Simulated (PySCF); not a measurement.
(CH3)3Si, optimised at B3LYP/6-31G*:

```xyz
13

C     -0.3343     1.7517     0.3497
Si    -0.1257    -0.1069     0.7004
C      1.6541    -0.6611     0.3182
C     -1.3724    -1.1210    -0.3184
H     -0.1456     1.9750    -0.7102
H      0.3639     2.3496     0.9460
H     -1.3497     2.0892     0.5859
H      1.8959    -0.5017    -0.7424
H      1.7942    -1.7259     0.5358
H      2.3820    -0.0996     0.9144
H     -1.2110    -0.9738    -1.3959
H     -1.2775    -2.1927    -0.1103
H     -2.4034    -0.8267    -0.0923
```

Computed with PySCF (xtb for GFN2) and rigid-rotor harmonic-oscillator thermochemistry at 1 bar. 6-31G* has spherical d functions here. Open shells (unrestricted): (CH3)3Si (multiplicity 2). GFN2 has no spin-polarisation term. B3LYP is the form with VWN-RPA correlation. (CH3)3Si: computed as isolated molecules; such fragments, hydroxides, amides, oligomers or adducts are transient or little studied in the gas.

### Question
List the harmonic frequencies (cm⁻¹, unscaled) at this level and at the other levels, each on its own geometry.

### Answer
- B3LYP/6-31G*: 136, 144, 144, 195, 195, 219, 586, 684, 684, 705, 729, 729, 884, 884, 896, 1312, 1313, 1326, 1482, 1489, 1489, 1494, 1494, 1507, 3026, 3026, 3028, 3100, 3100, 3101, 3125, 3125, 3125
- GFN2-xTB: 103, 115, 115, 171, 171, 203, 637, 738, 738, 783, 786, 786, 855, 855, 865, 1362, 1362, 1372, 1481, 1487, 1487, 1491, 1491, 1498, 2985, 2985, 2991, 3040, 3043, 3043, 3044, 3047, 3047
- HF/6-31G*: 145, 156, 157, 208, 208, 242, 627, 729, 729, 759, 787, 787, 946, 946, 961, 1442, 1442, 1453, 1599, 1602, 1602, 1609, 1609, 1618, 3177, 3177, 3179, 3242, 3242, 3244, 3261, 3262, 3262
- PBE/def2-SVP: 137, 145, 146, 192, 192, 212, 582, 654, 654, 657, 695, 695, 828, 828, 832, 1199, 1199, 1211, 1367, 1376, 1376, 1381, 1381, 1394, 2954, 2954, 2954, 3049, 3049, 3049, 3077, 3077, 3077
- PBE0/def2-TZVP: 137, 151, 151, 199, 199, 225, 609, 680, 680, 681, 724, 724, 859, 859, 862, 1261, 1261, 1272, 1434, 1442, 1442, 1448, 1448, 1461, 3031, 3031, 3032, 3112, 3112, 3113, 3138, 3138, 3138
